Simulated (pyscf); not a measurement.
PySCF, gas phase, ωB97X-D3(BJ)/def2-SVP geometries.

**Question.** For HN=SiH₂ + hydrogen (H₂) -> silylamine (H₂N–SiH₃), an addition across a multiple bond or ene-type step (singlet surface; H–H broken, H–N, H–Si formed), PBE/def2-TZVP gives ΔE‡ = 1.01 eV and ΔE = -2.30 eV (zero: the separated reactants). In which direction and how far do r²SCAN/def2-TZVP, B3LYP-D3(BJ)/def2-TZVP, ωB97M-D3(BJ)/def2-TZVP move these?

**Answer.** r²SCAN: ΔE‡ = 1.03 eV, ΔE = -2.44 eV; B3LYP-D3(BJ): ΔE‡ = 1.16 eV, ΔE = -2.40 eV; ωB97M-D3(BJ): ΔE‡ = 1.12 eV, ΔE = -2.50 eV. PBE's barrier lies under all of them, by 0.02 to 0.16 eV. Its reaction energy lies over all of them, by 0.10 to 0.20 eV. At the saddle there is also a short H–Si contact that neither side keeps. HN=SiH₂ lies 0.79 eV over its isomer H₂N–SiH: [singlet] (electronic energy, ωB97M-D3(BJ)/def2-TZVP). One saddle was located; it need not be the lowest between these sides.
